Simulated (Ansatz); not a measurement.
## RbFe2As2 (I4/mmm)

The calculation used Ansatz 0.2.0, DFT PBEsol, scalar-relativistic, plane waves, PAW.

Cutoff 420 eV; k points 14×14×14 on the computed 5-atom cell (Γ-centred); Gaussian smearing, width 0.10 eV; collinear spin from starting moments 0 0.9 0.9 0 0 μB.

The structure is relaxed at this level of theory with its symmetry kept. Whether it is the stable form of this composition wasn't checked.

```
Rb Fe As
1.0
    -1.84355    1.84355    7.25987
     1.84355   -1.84355    7.25987
     1.84355    1.84355   -7.25987
Rb Fe As
1 2 2
Direct
  0.00000 0.00000 0.00000
  0.75000 0.25000 0.50000
  0.25000 0.75000 0.50000
  0.34565 0.34565 0.00000
  0.65435 0.65435 0.00000
```

Formation energy from the elements' standard states (uncorrected)?

-0.303 eV/atom.

Density of states at the Fermi level?

3.57 states/eV per cell.

Löwdin character within 0.5 eV of the Fermi level?

Fe 3d 84 %, As 4p 11 %.

Bader charges (e)?

Rb (1 in the cell) 0.72, Fe (2 in the cell) 0.20, As (2 in the cell) -0.56.

Total moment?

1.43 μB per cell.

Site moments (μB; atoms counted from 1 over the whole cell)?

Fe (atom 2) 0.82, Fe (atom 3) 0.82, As (atom 4) -0.05, As (atom 5) -0.05.

Only parallel moments were tried here.

Only this magnetic start was tried.

Cost: 1 run of about 18 core-minutes, on AMD EPYC (Zen 3) (shared hosts).